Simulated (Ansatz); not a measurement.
We consider rock-salt ZrC, described by PBE-D4 in Ansatz (PAW).

Run with plane-wave cutoff 500 eV, 14×14×14 k mesh, Fermi–Dirac smearing 0.05 eV, scalar-relativistic PAW data made under PBE.

Computed at the level's own relaxed cell.

Q: Estimate the equilibrium volume per atom and equilibrium lattice constant a that the calculation returns.

A: 
* **equilibrium volume per atom**: 12.86 Å³/atom
* **equilibrium lattice constant a**: 4.685 Å

Measured, for comparison: equilibrium volume per atom 12.95 Å³/atom, lattice constant a 4.696 Å (temperature not stated, no zero-point or thermal correction; as tabulated in Zhang et al. (2018), doi:10.1088/1367-2630/aac7f0). Computed (rounded) less measured: equilibrium volume per atom -0.7 %, lattice constant a -0.2 %. A static lattice is as a rule a little smaller and stiffer than an uncorrected measurement, which narrows the difference in the equilibrium volume per atom and would widen misses of the other sign.

The result took very roughly 18 core-seconds.

Ansatz is a program for electronic structure.
